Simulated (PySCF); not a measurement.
Computed shifts of a molecule C2H4O2, PySCF with HF/pcSseg-1, GIAO, gas phase, equivalent atoms averaged, in ppm (number of nuclei): ¹³C: 174.9 (1), 53.2 (1). ¹H: 8.28 (1), 4.23 (3). References: ¹³C against TMS (σ = 192.6 ppm); ¹⁷O against H2O (σ = 333.0 ppm); ¹H against TMS (σ = 31.99 ppm), references at their B3LYP-D3(BJ)/def2-TZVP geometries, non-relativistic. The structure is a stationary point at PBE-D3(BJ)/def2-SVP. One conformer was computed; it need not be the lowest.

Question: Which molecule gave these data?
A. COC=O
B. C1OCO1
C. CC(=O)O

Answer: A, COC=O
